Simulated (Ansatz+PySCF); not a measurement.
Values are calculated unless marked as measured or tabulated.
## PySCF 2.14.0 run

```python
from pyscf import gto, scf, cc

mol = gto.M(atom="""
Li 0.000000 0.000000 0.000000
B 1.298130 1.730840 3.747380
""", basis='6-31g', charge=0, spin=2)
mf = scf.UHF(mol)
mf.kernel()
mycc = cc.CCSD(mf, frozen=1).run()
et = mycc.ccsd_t()
print(mf.e_tot, mycc.e_corr, et, mycc.e_tot + et)
```

The script is written out from the run's settings.

Output:

```yaml
Converged: yes
Reference_energy: -31.95088 hartree
CCSD_correlation_energy: -0.04293 hartree
Triples_correction: -0.00038 hartree
Total_energy: -31.99419 hartree
Spin_squared_of_the_determinant: 2.001
```

This is not the lowest solution: another run reaches a determinant 0.02 eV lower.
